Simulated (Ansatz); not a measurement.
A made-up structure of CH3AlCl (charge -1), singlet:

C1  (-0.822, -0.055, -0.706)
Al2  (0.514, 0.177, 0.510)
Cl3  (2.003, -1.371, 0.992)
H4  (-1.004, -0.956, -1.291)
H5  (0.383, -0.762, -0.679)
H6  (0.852, 1.466, 1.412)
(Å)

It is relaxed with PBE-D4/def2-SVPD and then PBE0-D4/def2-TZVPD (Ansatz 0.2.0). Atoms count as bonded within 1.22 times the sum of their covalent radii (H–H: 0.88 Å). The end point is not checked to be a true minimum.

Q: Does its bonding change? (A judgement: the text doesn't fix the answer.)

A: By the calculation: Yes. Formed: C1–H5; broken: Al2–H5.

Where it ends: The first stage lowers the energy by 2.39 eV in 11 steps. It ends as CH₃AlCl ([CH2][AlH][Cl]), total charge -1:
C1  (-0.318, -0.522, -0.794)
Al2  (0.659, 0.047, 0.634)
Cl3  (2.517, -0.927, 1.303)
H4  (-1.235, -0.013, -1.096)
H5  (-0.079, -1.373, -1.431)
H6  (0.381, 1.286, 1.622)
(Å)

Labels in which every atom is bracketed show which atoms are joined, not bond orders.

For scale, one of the runs: PBE0-D4/def2-TZVPD relaxation, 153 basis functions, launched by `ansatz run in.yaml --threads 2 --pin off --events-out ev --progress --plain --max-ram 4352MiB`. Hardware: 2 CPU threads of an Arm Neoverse V1, shared host. Wall time about 28 s.
